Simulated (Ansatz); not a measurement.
**BH₄O (doublet): the correlation ladder at distance O1–H3 along a hydrogen transfer = 1.132 Å, cc-pVDZ**

Aim: climb from Hartree-Fock through coupled cluster and multireference methods for BH₄O (doublet) at one geometry and basis, and see what each rung misses.

The runs use Ansatz 0.2.0, Gaussian basis; cc-pVDZ, core rule «outside noble gas», up to 2 orbitals frozen.

Plan: UHF; CCSD(T) on ROHF; CCSD(T) on UHF; BCCD(T) on ROHF; CISD; CCSDT(Q) on ROHF; CCSDT(Q) on UHF; CASSCF and MRCISD+Q, 3 electrons in 3 orbitals; CASSCF and NEVPT2, 3 electrons in 3 orbitals.

10 further runs of the same task are left out: 1 for a mislabelled method, 8 that didn't finish, 1 set aside as unsound or not needed.

### Step 1. The geometry

The geometry derives from fragments relaxed apart (PBE0/def2-TZVP) and kept rigid, so it is no stationary point. A hydrogen atom is moved between rigid fragments.

6 atoms, charge 0, spin multiplicity 2.

Atoms are counted from 1 here; the program's logs count them from 0.

Bond lengths: O1–H2 0.960 Å, O1–H3 1.132 Å, H3–B4 1.299 Å, B4–H5 1.191 Å, B4–H6 1.191 Å. Angles: H2–O1–H3 105.1°, O1–H3–B4 180.0°, H3–B4–H5 115.3°, H3–B4–H6 115.3°, H5–B4–H6 129.4°.

### Step 2. UHF

Contents of in.yaml:

```yaml
crystal:
  periodic: [false, false, false]
  atoms:
    - {symbol: O, position_ang: [-1.073144, -0.030281, 0.000000]}
    - {symbol: H, position_ang: [-1.322453, 0.896295, 0.000000]}
    - {symbol: H, position_ang: [0.058856, -0.030281, 0.000000]}
    - {symbol: B, position_ang: [1.357856, -0.030281, 0.000000]}
    - {symbol: H, position_ang: [1.866929, -0.030281, 1.077008]}
    - {symbol: H, position_ang: [1.866929, -0.030281, -1.077009]}
basis:
  gaussian: {orbitals: cc-pVDZ}
magnetization: {spin_polarized: true, initial_magnetization: 1}
hamiltonian: {xc: hf}
output: {orbitals: {seedname: orbitals}}
```

Command:

```sh
ansatz run in.yaml --threads 1 --pin off --events-out ev --progress --plain --max-ram 2393MiB
```

After this run come: CCSD(T) on ROHF; CCSD(T) on UHF; BCCD(T) on ROHF; CISD; CCSDT(Q) on ROHF; CCSDT(Q) on UHF; CASSCF and MRCISD+Q, 3 electrons in 3 orbitals; CASSCF and NEVPT2, 3 electrons in 3 orbitals.

Q: Predict the results of all the runs planned. Wanted: UCCSDT(Q) below the RHF energy; RMP2 from UCCSDT(Q); UMP2 from UCCSDT(Q); RCCSD from UCCSDT(Q); RCCSD(T) from UCCSDT(Q); UCCSD(T) from UCCSDT(Q); RCCSDT(Q) from UCCSDT(Q); NEVPT2 pair from UCCSDT(Q); MRCISD+Q pair from UCCSDT(Q).

**Answer**, as computed:

```
                         quantity                                                   value
   UCCSDT(Q) below the RHF energy                                              -8.9385 eV
              RMP2 from UCCSDT(Q)                                         +21.41 kcal/mol
              UMP2 from UCCSDT(Q)                                         +24.57 kcal/mol
             RCCSD from UCCSDT(Q)                                          +4.90 kcal/mol
          RCCSD(T) from UCCSDT(Q)                                          +0.86 kcal/mol
          UCCSD(T) from UCCSDT(Q)                                          +0.88 kcal/mol
         RCCSDT(Q) from UCCSDT(Q)                                          +0.01 kcal/mol
       NEVPT2 pair from UCCSDT(Q)                                         +23.65 kcal/mol
     MRCISD+Q pair from UCCSDT(Q)                                          +2.53 kcal/mol
levels within 1 kcal/mol (43 meV)  RCCSD(T), UCCSD(T), BCCD(T), RCCSDT, UCCSDT, RCCSDT(Q)
                    T1 diagnostic                                                   0.017
```

**Reading.** RCCSD(T) lands +0.86 kcal/mol from the yardstick (0.4 % of the correlation energy). Of the multireference levels listed MRCISD+Q pair comes nearest in total energy (+2.53 kcal/mol), which doesn't show that its space is the better one. These misses are within one basis, not against nature; the frozen cores of restricted and unrestricted runs differ, which can shift their rows.
